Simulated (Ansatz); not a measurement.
A made-up structure of CH$_{4}$NSi, doublet:

C1  (-0.923, -1.685, 0.135)
N2  (-0.004, -0.950, -0.160)
Si3  (0.571, 0.687, -0.144)
H4  (-1.893, -1.456, 0.617)
H5  (0.831, 1.073, -1.550)
H6  (-0.397, -2.604, 0.158)
H7  (1.829, 0.701, 0.637)
(Å)

It is relaxed with PBE-D4/def2-SVP and then PBE0-D4/def2-TZVP (Ansatz 0.2.0). Atoms count as bonded within 1.22 times the sum of their covalent radii (H–H: 0.88 Å). The end point is not checked to be a true minimum.

(1) Does its bonding change? (A judgement: the text doesn't fix the answer.)

Answers

(1) Computed: No: no bond forms or breaks.

Where it ends: The first stage lowers the energy by 0.85 eV in 8 steps. It ends as CH₄NSi ([CH2][N][SiH2]):
| atom | x (Å) | y (Å) | z (Å) |
| --- | --- | --- | --- |
| C1 | -0.7805 | -1.7183 | 0.1839 |
| N2 | 0.2078 | -1.0320 | -0.1663 |
| Si3 | 0.5101 | 0.6793 | -0.1428 |
| H4 | -1.7057 | -1.2983 | 0.6040 |
| H5 | 0.8046 | 1.0696 | -1.5519 |
| H6 | -0.7564 | -2.8093 | 0.0791 |
| H7 | 1.7336 | 0.8748 | 0.6875 |

Labels in which every atom is bracketed show which atoms are joined, not bond orders.

For scale, one of the runs: PBE0-D4/def2-TZVP relaxation, 123 basis functions, launched by `ansatz run in.yaml --threads 2 --pin off --events-out ev --progress --plain --max-ram 4352MiB`. The run took about 33 s on 2 CPU threads of an Arm Neoverse V1 (shared host).
